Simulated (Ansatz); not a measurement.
System: CHN, charge 1, doublet. CHN+ (parent SMILES N#C, doublet).
B3LYP-D3(BJ)/def2-TZVP minimum from Ansatz (a quantum-chemistry and plane-wave program):
```
C
N 1 1.2074
H 1 1.0934 2 180.00
```
Charge +1, spin multiplicity 2.

Total energies in aug-cc-pVDZ, 9 correlated electrons, 2 frozen orbitals. Radicals and triplets start from unrestricted determinants; spin-orbit coupling is neglected. Cores are frozen in correlated methods. No relativity. The UHF reference of CHN+ (parent SMILES C#N, doublet) is spin-contaminated (<S^2> up to 0.04 over the pure value in the sets run).

```
method    program  energy (Eh)  minus CCSDT(Q) (mEh)
--------  -------  -----------  --------------------
HF         Ansatz    -92.44901                267.70
MP2        Ansatz    -92.67774                 38.97
CCSD       Ansatz    -92.70512                 11.59
CCSD(T)    Ansatz    -92.71468                  2.03
CCSDT(Q)   Ansatz    -92.71671                  0.00
```

Rough core times of Ansatz's runs on a shared machine: CCSD(T) under 20 s, CCSDT(Q) 2 min.
